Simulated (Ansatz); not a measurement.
## Worked example: correlation energy of AsH2⁺, quintet

Geometry: that of the AsH2⁺, triplet, kept fixed. The singlet lies 8.5 eV lower here.

```yaml
atoms:
  - { symbol: As, position_ang: [0.0000, -0.0191, 0.0000] }
  - { symbol: H, position_ang: [0.0000, 0.7098, -1.3240] }
  - { symbol: H, position_ang: [0.0000, 0.7098, 1.3240] }
```

Basis cc-pVDZ; Ansatz 0.2.0. Correlated methods freeze the noble-gas cores and the filled d shells of p-block atoms, which leaves 6 electrons in 23 orbitals. Prefix R: restricted or restricted open-shell reference. No spin–orbit coupling is included, and no scalar relativity.

Full CI is exact within this basis and frozen core; it isn't the basis-set limit.

Runs differ by some tens of microhartree through their thresholds and, for an open shell, their frozen cores, so steps under 0.03 kcal/mol mean nothing.

| level | total energy (hartree) |
| --- | --- |
| RHF | -2234.680592 |
| RMP2 | -2234.745104 |
| RCCSD | -2234.763839 |
| RCCSD(T) | -2234.765593 |
| RCCSDT | -2234.766072 |
| RCCSDT(Q) | -2234.766154 |
| RCCSDTQ | -2234.766176 |
| full CI | -2234.766140 |

Problem. What is the correlation energy at full CI, and what share of it do RMP2 and RCCSD(T) recover?

Solution. E(corr) = -2234.766140 − (-2234.680592) = -0.085548 hartree = -2.328 eV. RMP2: -0.064512 / -0.085548 = 75.41 %. RCCSD(T): -0.085001 / -0.085548 = 99.36 %.

Problem. By how many kcal/mol does RCCSD(T) miss full CI (1 hartree = 627.509 kcal/mol), and which steps make up the rest?

Solution. -2234.765593 − (-2234.766140) = 0.000547 hartree = 0.34 kcal/mol. Steps: RCCSDT − RCCSD(T) = -0.30, RCCSDT(Q) − RCCSDT = -0.05, RCCSDTQ − RCCSDT(Q) = -0.01, full CI − RCCSDTQ = 0.02 kcal/mol. That is within 1 kcal/mol of the reference in this basis, which itself misses far more of the correlation at the basis-set limit.
